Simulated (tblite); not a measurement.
C4H9P.
Z-matrix (Å and degrees, GFN2-xTB geometry), rows numbered from 1:
```
C 
C   1  1.4911
C   2  1.3260  1  124.64
P   3  1.8148  2  125.27  1   176.62
C   4  1.8576  3   97.96  2   118.12
H   1  1.0899  2  110.21  3   121.70
H   1  1.0872  2  111.19  3     0.75
H   1  1.0900  2  109.98  3  -119.87
H   2  1.0835  1  115.46  3   179.91
H   3  1.0851  2  120.28  1     1.42
H   4  1.4011  3   95.72  2    21.35
H   5  1.0880  4  108.89  3  -168.80
H   5  1.0883  4  111.31  3   -47.54
H   5  1.0893  4  108.83  3    73.13
```

Level: GFN2-xTB in tblite, geometry and Hessian alike; calculated harmonic values, unscaled, isolated species. Against measured fundamentals such values can be off by several per cent, at times by over 20. Modes of hydrogen on phosphorus can be 10 to 20 % off. One conformer, not necessarily the lowest.

Harmonic wavenumbers (cm⁻¹): 62.1, 133.2, 162.9, 167.6, 240.4, 304.8, 404.7, 689.4, 718.9, 735.9, 750.6, 879.1, 892.7, 975.2, 988.9, 996.2, 1031.9, 1107.5, 1223.7, 1284.0, 1314.8, 1398.9, 1446.6, 1455.3, 1475.2, 1481.0, 1682.4, 2247.5, 2995.6, 3001.6, 3004.6, 3010.2, 3015.2, 3019.3, 3035.5, 3047.8.

A = 10813, B = 1725, C = 1602 MHz; mass 88.044 u (most abundant isotopes); point group C1, symmetry number 1.

Task: Zero-point energy?

Result: Half the sum of the wavenumbers: 25191 cm⁻¹ = 301.34 kJ/mol.

Task: Entropy at 500 K, 1 bar (ideal gas, RRHO, classical rotation)?

Result: Translation 175.45, rotation 118.49, vibration 132.27: S = 426.2 J/(mol K).

Task: And Cp and H(500 K) − H(0)?

Result: Cp = 167.43 J/(mol K), of which vibrations give 134.17 (their classical limit is 36 R = 299.3); H(500 K) − H(0) = 50.99 kJ/mol without the zero-point energy, 34.36 from vibrations.

Task: What must be added to the electronic energy to get the Gibbs energy at 500 K and 1 bar?

Result: ZPE + [H(500 K) − H(0)] − T·S = 301.34 + 50.99 − 213.10 = 139.23 kJ/mol.

Task: Which modes carry the vibrational entropy at 500 K?

Result: 62.1 cm⁻¹: 22.64; 133.2 cm⁻¹: 16.34; 162.9 cm⁻¹: 14.69; 167.6 cm⁻¹: 14.46; 240.4 cm⁻¹: 11.54; 304.8 cm⁻¹: 9.67 J/(mol K); the other 30 give 42.93 together.

Hindered rotation and anharmonicity are outside this model. Other conformers, if any are populated, would add a mixing term that is left out. The structure is chiral; the term R ln 2 for an equal mix with its mirror image is left out.
